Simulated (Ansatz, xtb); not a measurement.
## Relaxing a trial structure of OSSi−

The starting geometry of this gas-phase doublet has its atoms placed at random.

```yaml
atoms:
  - { symbol: O, position_ang: [0.1740, -0.5201, 0.2508] }
  - { symbol: S, position_ang: [-1.6670, 0.1918, 0.4042] }
  - { symbol: Si, position_ang: [-0.1453, 1.5665, -0.5617] }
```

Problem. One run relaxed it with r2SCAN-D4/def2-SVPD. What is a likely outcome?

Solution. It ends as a structure given below by its coordinates. Contacts that close: O1–S2 (1.98 → 1.78 Å), O1–Si3 (2.26 → 1.78 Å).

The energy falls by 1.16 eV over 6 steps:

```json
{"step": "1", "E − E(last) (eV)": "1.156"}
{"step": "2", "E − E(last) (eV)": "0.276"}
{"step": "3", "E − E(last) (eV)": "0.254"}
{"step": "4", "E − E(last) (eV)": "0.011"}
{"step": "5", "E − E(last) (eV)": "0.000"}
{"step": "6", "E − E(last) (eV)": "0.000"}
```

Final geometry (Å):

```xyz
3

O     0.0650   -0.2604    0.1669
S    -1.6541    0.1190    0.4321
Si   -0.0492    1.3796   -0.5057
```

From the same start GFN2-xTB reaches the same bonding as this run.

From so rough a start the end depends on the optimiser's path, so another program may land elsewhere. The end wasn't checked by frequencies. Open shells are spin-unrestricted. Run with Ansatz 0.2.0, 2.5 min on 1 thread of AMD EPYC (Zen 3), on a shared host.
